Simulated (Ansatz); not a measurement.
`C1CCOCC1`, relaxed with RKS PBE-D4/def2-SVP in Ansatz from a rough embedded geometry. The force threshold is 0.03 eV/Å; the program also tests the step.

Total charge 0; spin multiplicity 1.

Start:

```xyz
16

C     1.076   -0.538   -0.386
C    -0.037   -0.052   -1.309
C    -1.391   -0.311   -0.624
O    -1.269   -0.465    0.774
C    -0.412    0.494    1.344
C     1.051    0.289    0.901
H     2.048   -0.453   -0.873
H     0.902   -1.589   -0.148
H     0.096    1.016   -1.497
H    -0.003   -0.569   -2.268
H    -1.833   -1.246   -0.973
H    -2.091    0.511   -0.847
H    -0.755    1.503    1.070
H    -0.518    0.378    2.424
H     1.616   -0.227    1.678
H     1.519    1.259    0.732
```

```json
{"step": "1", "energy (eV)": "-7380.1436", "largest force (eV/Å)": "0.659", "largest move (Å)": "0.000"}
{"step": "2", "energy (eV)": "-7380.2141", "largest force (eV/Å)": "0.207", "largest move (Å)": "0.036"}
{"step": "3", "energy (eV)": "-7380.2220", "largest force (eV/Å)": "0.034", "largest move (Å)": "0.025"}
{"step": "4", "energy (eV)": "-7380.2231", "largest force (eV/Å)": "0.033", "largest move (Å)": "0.036"}
{"step": "5", "energy (eV)": "-7380.2240", "largest force (eV/Å)": "0.049", "largest move (Å)": "0.075"}
{"step": "6", "energy (eV)": "-7380.2242", "largest force (eV/Å)": "0.018", "largest move (Å)": "0.012"}
```

End:

```xyz
16

C     1.091   -0.519   -0.406
C    -0.056   -0.048   -1.306
C    -1.407   -0.336   -0.611
O    -1.282   -0.454    0.802
C    -0.411    0.530    1.337
C     1.056    0.249    0.932
H     2.072   -0.390   -0.907
H     0.976   -1.607   -0.214
H     0.057    1.041   -1.502
H    -0.026   -0.545   -2.298
H    -1.825   -1.307   -0.951
H    -2.155    0.457   -0.870
H    -0.724    1.550    0.997
H    -0.541    0.504    2.438
H     1.572   -0.339    1.718
H     1.604    1.212    0.842
```

Hardware: 2 threads of an AMD EPYC 7R13 on a shared host. Wall time 22 s, peak host memory 0.24 GiB.
